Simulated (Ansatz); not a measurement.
**BSiO+ (singlet): wave-function methods side by side, cc-pVTZ**

An exercise on one series of results from a longer session: the logs are not shown, and one member is left open.

Method: cc-pVTZ, core rule «outside noble gas», up to 7 orbitals frozen; program: Ansatz 0.2.0, Gaussian basis.

Plan: UHF; CCSD(T) on RHF; CCSD(T) on UHF; BCCD(T) on RHF; CCSDT(Q) on RHF; CCSDT(Q) on UHF.

7 further runs of the same task are left out: 2 for a known fault of the program, 5 set aside as unsound or not needed.

## What is computed

The geometry is a PBE0/def2-TZVP stationary point (not a proven minimum) of the parent state, kept for this charge and spin.

3 atoms, charge 1, spin multiplicity 1.

Atoms are counted from 1 here; the program's logs count them from 0.

Bond lengths: B1–O2 1.292 Å, O2–Si3 1.680 Å. Angles: B1–O2–Si3 180.0°.

Set-up of the first run:

File in.yaml:

```yaml
crystal:
  periodic: [false, false, false]
  atoms:
    - {symbol: B, position_ang: [0.000000, 0.000000, -1.421400]}
    - {symbol: O, position_ang: [0.000000, 0.000000, -0.129200]}
    - {symbol: Si, position_ang: [0.000000, 0.000000, 1.550600]}
basis:
  gaussian: {orbitals: cc-pVTZ}
total_charge: 1
magnetization: {spin_polarized: true, initial_magnetization: 0}
hamiltonian: {xc: hf}
output: {orbitals: {seedname: orbitals}}
```

The run is started by

```console
> ansatz run in.yaml --threads 1 --pin off --events-out ev --progress --plain --max-ram 4096MiB --backend cpu
```

Steps of the session up to this table: UHF; CCSD(T) on RHF; CCSD(T) on UHF; BCCD(T) on RHF; CCSDT(Q) on RHF; CCSDT(Q) on UHF.

One table of the session follows, with a row left open; its other results are not shown here.

```
   method  from RCCSDT(Q) (kcal/mol)
      RHF                    +253.03
      UHF                    +252.88
     RMP2                     +26.58
    RCCSD                          ?
 RCCSD(T)                      +0.96
  BCCD(T)                      +0.81
   RCCSDT                      +0.69
RCCSDT(Q)                          0
```

Q: Estimate the row for RCCSD from the others.

The run gave: from RCCSDT(Q) (kcal/mol): +11.31. In the column «from RCCSDT(Q) (kcal/mol)» it lies between RCCSD(T) (+0.96) and RMP2 (+26.58).

Not comparable, so not listed: CCSD(T) on UHF; CCSDT(Q) on UHF (they don't share determinant, frozen orbitals or solution with the rows shown, or repeat one).

Limits of these values: Warnings: restricted reference is unstable; spin contamination.
